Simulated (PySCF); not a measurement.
## SMILES C=C1CCC1=C, C6H8

Molfile (atoms numbered from 1):
```
C6H8
     RDKit          3D

 14 14  0  0  0  0  0  0  0  0999 V2000
    1.4190   -0.9027   -1.1510 C   0  0  0  0  0  0  0  0  0  0  0  0
    0.6335   -0.0474   -0.4918 C   0  0  0  0  0  0  0  0  0  0  0  0
    0.5918    1.4660   -0.3612 C   0  0  0  0  0  0  0  0  0  0  0  0
   -0.6414    1.3133    0.5713 C   0  0  0  0  0  0  0  0  0  0  0  0
   -0.5396   -0.1928    0.3972 C   0  0  0  0  0  0  0  0  0  0  0  0
   -1.2351   -1.2324    0.8648 C   0  0  0  0  0  0  0  0  0  0  0  0
    1.2515   -1.9818   -1.0941 H   0  0  0  0  0  0  0  0  0  0  0  0
    2.2519   -0.5522   -1.7664 H   0  0  0  0  0  0  0  0  0  0  0  0
    1.4812    1.9096    0.1125 H   0  0  0  0  0  0  0  0  0  0  0  0
    0.3993    2.0018   -1.3036 H   0  0  0  0  0  0  0  0  0  0  0  0
   -0.4907    1.6662    1.6033 H   0  0  0  0  0  0  0  0  0  0  0  0
   -1.5730    1.7570    0.1872 H   0  0  0  0  0  0  0  0  0  0  0  0
   -2.0916   -1.0923    1.5298 H   0  0  0  0  0  0  0  0  0  0  0  0
   -0.9681   -2.2581    0.5958 H   0  0  0  0  0  0  0  0  0  0  0  0
  1  2  2  0
  2  3  1  0
  3  4  1  0
  4  5  1  0
  5  6  2  0
  5  2  1  0
  1  7  1  0
  1  8  1  0
  3  9  1  0
  3 10  1  0
  4 11  1  0
  4 12  1  0
  6 13  1  0
  6 14  1  0
M  END
```

Method used: GIAO HF/pcSseg-1 magnetisability, rotational g tensor and spin-rotation constants, non-relativistic, gas phase in PySCF. Geometry: PBE0-D3(BJ)/def2-SVP.

(1) Give the nuclear spin-rotation constants along the inertial axes (H = +C I·J) beside the isotropic shieldings.

(2) How do the rotational constants and the g tensor change when H7, H8, H9, H10, H11, H12, H13, H14 are replaced by deuterium?

## Answers

(1) Rotational constants 4.9572, 4.0945, 2.3081 GHz. A star marks the isotopologue with that one atom substituted, in its own axes.
```tsv
atom	isotope	Caa (kHz)	Cbb (kHz)	Ccc (kHz)	mean (kHz)	σ (ppm)
H7	1H	-0.416	0.316	-0.261	-0.120	26.1
H8	1H	0.388	-0.381	-0.264	-0.085	26.6
H9	1H	-0.398	-0.310	-0.040	-0.249	29.2
H10	1H	-0.397	-0.310	-0.041	-0.249	29.2
H11	1H	-0.397	-0.309	-0.040	-0.249	29.2
H12	1H	-0.399	-0.310	-0.040	-0.249	29.2
H13	1H	0.388	-0.381	-0.264	-0.086	26.6
H14	1H	-0.417	0.317	-0.261	-0.120	26.1
C1	13C*	1.714	1.491	0.269	1.158	78.4
C2	13C*	2.173	1.786	0.361	1.440	36.3
C3	13C*	0.748	0.563	0.342	0.551	165.4
```
For the geometry as given, no vibrational averaging.

(2) Constants 3.9116, 3.3270, 1.8838 GHz; g -0.0302, -0.0235, -0.0031, against -0.0382, -0.0289, -0.0038 before.
